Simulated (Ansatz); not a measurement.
A run on C2HCl3, SMILES `ClC=C(Cl)Cl` with other settings.

```yaml
crystal:
  periodic: [false, false, false]
  atoms:
    - {symbol: Cl, position_ang: [-0.078578, -1.861523, 1.063608]}
    - {symbol: C, position_ang: [0.274618, -0.259181, 0.613243]}
    - {symbol: C, position_ang: [-0.161851, 0.308570, -0.506387]}
    - {symbol: Cl, position_ang: [-1.137866, -0.478489, -1.657144]}
    - {symbol: Cl, position_ang: [0.253130, 1.932060, -0.865045]}
    - {symbol: H, position_ang: [0.892648, 0.294563, 1.305525]}
basis:
  gaussian: {orbitals: "6-31G*"}
hamiltonian: {xc: {name: PBEsol}}
accuracy: high
scf: {lower_state_search: off}
output: {forces: true}
```

```sh
$ ansatz run in.yaml --threads 2 --pin off --events-out ev --progress --plain --max-ram 4352MiB
```

It prints (some lines left out):

```
Functional definition: PBEsol
1881 factors; integrals over basis functions are off by at most 3.1e-9 eV
mean field evaluation 1: about -39569.9314 eV, gradient 3.9e1 eV
mean field evaluation 2: about -39561.6922 eV, gradient 6.6e1 eV
mean field evaluation 4: about -39573.3834 eV, gradient 6.8e0 eV
mean field evaluation 8: about -39573.4934 eV, gradient 2.5e-1 eV
mean field evaluation 16: about -39573.4935 eV, gradient 3.7e-5 eV
mean field -39573.49351363 eV, -1454.2990627485 hartree, gradient 2.3e-8 eV, S^2 0.000000; 0 other end points of the search recorded, 0 dependent functions left out
reference -39573.49351635 eV, -1454.2990628486 hartree; 32, 32 occupied and 57, 57 virtual orbitals, 1881 factors
Total energy: -39573.49351635 eV, -1454.2990628486 hartree
Atom 0 at    -0.078578    -1.861523     1.063608 Å, force    -0.071794    -0.405460     0.143965 eV/Å
Atom 1 at     0.274618    -0.259181     0.613243 Å, force     0.160684    -0.356549     0.509493 eV/Å
Atom 2 at    -0.161851     0.308570    -0.506387 Å, force    -0.216964     0.300850    -0.569041 eV/Å
Atom 3 at    -1.137866    -0.478489    -1.657144 Å, force    -0.297185    -0.255473    -0.339931 eV/Å
Atom 4 at     0.253130     1.932060    -0.865045 Å, force     0.135267     0.471654    -0.078995 eV/Å
Atom 5 at     0.892648     0.294563     1.305525 Å, force     0.289992     0.244978     0.334509 eV/Å
Dipole moment:     0.102730     0.081904     0.121743 e Å
Checks for a lower state left out: stability, starts, cluster_reference, orbital_swaps, neighbouring_geometries, increment
```

Hardware: 2 threads of an Arm Neoverse V2 on a shared host. Wall time 3.7 s, peak host memory 0.19 GiB.
